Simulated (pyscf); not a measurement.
Structures and frequencies: ωB97X-D3(BJ)/def2-SVP in PySCF.

Q: Cl–TiH(Cl)–SeH + HCl -> Cl–Ti(Cl)(Cl)–SeH + H₂
Surface: singlet. Broken: H–Ti, Cl–H. Formed: Cl–Ti, H–H. Give ΔE‡ and ΔE from ωB97M-D3(BJ)/def2-TZVP, relative to the separated reactants.

A: ΔE‡ = 2.7 kcal/mol, ΔE = -35.7 kcal/mol. Zero-point energy shifts the barrier by +0.9 kcal/mol. It is a four-centre exchange, with an imaginary mode of 236i cm⁻¹. On the reactant side the descent ends in an adduct with a Cl–Ti contact (not fully relaxed), 5.3 kcal/mol under the separated species and 3.7 kcal/mol under the saddle at ωB97X-D3(BJ)/def2-TZVP. What is counted as formed (Cl–Ti) is already present as a longer contact in the reactant adduct; forming that adduct is a step of its own. At ωB97X-D3(BJ)/def2-TZVP the barrier from the zero used here is -1.6 kcal/mol. One saddle was located; it need not be the lowest between these sides. Elements up to Kr have no core potential and no relativistic terms here.
